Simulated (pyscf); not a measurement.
This saddle point was located with ωB97X-D3(BJ)/def2-SVP in PySCF.

```
Si
H 1 1.4900
H 1 1.4900 2 109.64
H 1 1.6027 2 111.79 3 124.70
C 4 1.5916 1 170.15 2 116.01
H 5 1.0951 4 100.59 1 -12.02
H 5 1.0953 6 115.96 4 -109.11
H 5 1.0953 6 116.08 7 -141.46
Cl 1 2.0734 2 108.36 3 -118.15
```
Charge 0, spin multiplicity 2.

Surface: doublet, charge 0. Lowest wavenumbers (cm⁻¹): 999i, 21, 40, 177, 449.

Task: Name the species on either side of this saddle.

Result: CH₃• (SMILES [CH3]) + H₃Si–Cl (SMILES [SiH3]Cl) <-> CH₄ (SMILES C) + •H₂Si–Cl (SMILES [SiH2]Cl), a hydrogen abstraction read from left to right: H–Si broken and C–H formed. At CCSD(T)/def2-TZVPP + ΔMP2(QZVPP) it lies +8.6 kcal/mol from the left side and +24.1 kcal/mol from the right (each side as separated species at their lowest minima found). One saddle was located; it need not be the lowest between these sides. The angle at the transferred H is 170°. The CCSD(T) − MP2 part came from Ansatz, without density fitting, on the same reference.
